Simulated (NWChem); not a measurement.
Correlation energy of Si (+1)

```xyz
1

Si     0.0000     0.0000     0.0000
```
Charge +1, spin multiplicity 2.

Program: NWChem.

Basis set: cc-pVQZ. Each correlation energy counts from its own Hartree-Fock reference.

```tsv
method	correlation energy (mHa)
URI-MP2	-43.8
UMP2	-43.8
SCS-UMP2	-50.1
CCSD on ROHF	-64.5
CCSD[T] on ROHF	-65.9
CCSD(T) on ROHF	-65.9
CCSD on UHF	-59.8
CCSD[T] on UHF	-61.1
CCSD(T) on UHF	-61.0
```

The values span 22.1 mHa, from CCSD(T) on ROHF (lowest) to UMP2 (highest). 

The correlated methods keep 5 core orbitals frozen. No SCF solution was tested for a lower state. Open-shell Hartree-Fock references start from PBE0 orbitals. Coupled-cluster values serve here as a point of comparison, not as the truth.
